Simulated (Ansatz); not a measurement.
Basis sets compared for S5⁺. The state is a doublet with charge 1. Geometry PBE-D4/def2-SVP. Ansatz on 4 threads of AMD EPYC 7B13 on a shared host; times are rough, and most runs start from earlier orbitals.

```xyz
5

S    -1.027    0.845   -1.049
S    -0.290   -1.093   -1.262
S    -0.305   -1.467    0.786
S     1.073    0.060    1.378
S     0.550    1.655    0.148
```

The structure comes from a short search, and lower isomers may exist.

| level | functions | energy (Eh) | HOMO (eV) | LUMO (eV) | wall time |
| --- | --- | --- | --- | --- | --- |
| HF/STO-3G | 45 | -1965.7026 | -12.71 | -3.72 | 0.45 s |
| PBE-D4/def2-SVP | 90 | -1989.2110 | -11.59 | -11.00 | 1 s |
| PBE0-D4/def2-SVP | 90 | -1989.3365 | -12.89 | -10.48 | 1.6 s |

Q: Estimate the rows for HF/def2-TZVP, PBE-D4/def2-TZVP (with forces), PBE0-D4/def2-TZVP.

A: 
```
                         level  functions  energy (Eh)  HOMO (eV)  LUMO (eV)  wall time
                  HF/def2-TZVP        185   -1987.4060     -14.89      -6.74        8 s
PBE-D4/def2-TZVP (with forces)        185   -1989.9356     -11.35     -10.75      2.5 s
             PBE0-D4/def2-TZVP        185   -1990.0599     -12.60     -10.14      4.6 s
```
